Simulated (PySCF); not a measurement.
# C₄H₃F₂+: geometry, NMR shifts, spin-spin couplings and electronic excitations

What NMR shifts, spin-spin couplings and electronic excitations should C₄H₃F₂+ (`FCc1c[c+]1F`) show?

The runs use PySCF 2.14.0, with density-fitted response routines of our own; the level of theory stands in each step. All values are computed, except where a source is named. Atoms are numbered from 0 throughout.

## 1. Starting geometry

9 atoms, charge 1, multiplicity 1; geometry from: GFN2-xTB.

Bonds of the start (Å): F0–C1 1.35, C1–C2 1.44, C2–C3 1.40, C3–C4 1.37, C4–F5 1.26, C4–C2 1.40, C1–H6 1.11, C1–H7 1.11, C3–H8 1.07.

## 2. Relaxing the molecule at PBE0-D3(BJ)/def2-SVP

What the job is given:

```
{"job": {"xc": "PBE0", "basis": "def2-SVP", "d3": "d3bj", "grid": 1, "kind": "geom"}, "charge": 1, "multiplicity": 1}
F     -1.853594    -1.027171    -0.568014
C     -1.294649    -0.123227     0.261732
C      0.114935     0.035694     0.001172
C      1.237299    -0.331178    -0.758188
C      1.370981     0.597070     0.237176
F      2.077142     1.394101     0.909457
H     -1.825620     0.839830     0.137513
H     -1.464938    -0.453406     1.304420
H      1.652006    -0.925719    -1.550448
```

**Question.** This job is followed by: GIAO PBE0/pcSseg-1 NMR shielding, non-relativistic, gas phase; B3LYP/pcJ-1 indirect spin-spin coupling, non-relativistic, gas phase; TDDFT CAM-B3LYP/def2-SVPD, vertical, gas phase, core orbitals frozen in the response; GIAO KT3/pcSseg-2 NMR shielding, non-relativistic, gas phase. Predict these results of the whole session: point group; rotational constants (main isotopes); 13C shifts against TMS (PBE0/pcSseg-1); 1H shifts against TMS (PBE0/pcSseg-1, means over atoms taken as alike); 19F shifts against CFCl3 (PBE0/pcSseg-1); largest coupling of the table (B3LYP/pcJ-1); lowest singlet (CAM-B3LYP/def2-SVPD); brightest single state of those computed; lowest triplet; vertical ionisation energy (ΔSCF); vertical electron affinity (ΔSCF); range of the shift of F5.

The runs gave:

| quantity | value |
| --- | --- |
| point group | Cs |
| rotational constants (main isotopes) | 12.60, 1.88, 1.65 GHz |
| 13C shifts against TMS (PBE0/pcSseg-1) | 180.0, 174.1, 160.1, 78.2 ppm |
| 1H shifts against TMS (PBE0/pcSseg-1, means over atoms taken as alike) | 9.45, 6.37 ppm |
| 19F shifts against CFCl3 (PBE0/pcSseg-1) | -57.8, -252.9 ppm |
| largest coupling of the table (B3LYP/pcJ-1) | 1J(C,F) C4–F5, -534.2 Hz |
| lowest singlet (CAM-B3LYP/def2-SVPD) | 6.97 eV (178 nm), f = 0.001 |
| brightest single state of those computed | state 2, 7.24 eV, f = 0.153 |
| lowest triplet | 6.14 eV |
| vertical ionisation energy (ΔSCF) | 18.26 eV |
| vertical electron affinity (ΔSCF) | 5.53 eV |
| range of the shift of F5 | -81.7 to -57.8 ppm |

What this shows: Relaxing lowered the energy by 0.074 eV in 10 steps; the close pair that moved most is C1–C2, from 1.442 to 1.470 Å. At PBE0/pcSseg-1: Shielding is most anisotropic at F5 (span 504 ppm, paramagnetic term -230 ppm). Of the pairs tabulated at B3LYP/pcJ-1, C4–F5 couples most strongly (-534.2 Hz; Fermi contact -452.8 Hz). Couplings across rotatable bonds belong to this one conformer; where others are populated, the observed values are averages. Density functionals describe couplings to fluorine poorly, F–F couplings above all, so those rows are rough. The first singlet state (HOMO−1→LUMO 0.85, HOMO−2→LUMO 0.09) lies at 6.97 eV and is weak; of the 10 states computed, the strongest absorption comes from state 2 at 7.24 eV (the last state computed is bright too, and its partners may lie past the list). The lowest triplet lies 0.83 eV below the lowest singlet (triplets in Tamm-Dancoff, singlets in full TDDFT). ΔSCF puts the ionisation energy at 18.26 eV, 1.32 eV above −ε(HOMO). In ppm, F5 moves most: its shift spreads over 23.9 ppm, from -81.7 (KT3/pcSseg-2) to -57.8 (PBE0/pcSseg-1). Most of that comes from the computed reference, not from the atom's own shielding.
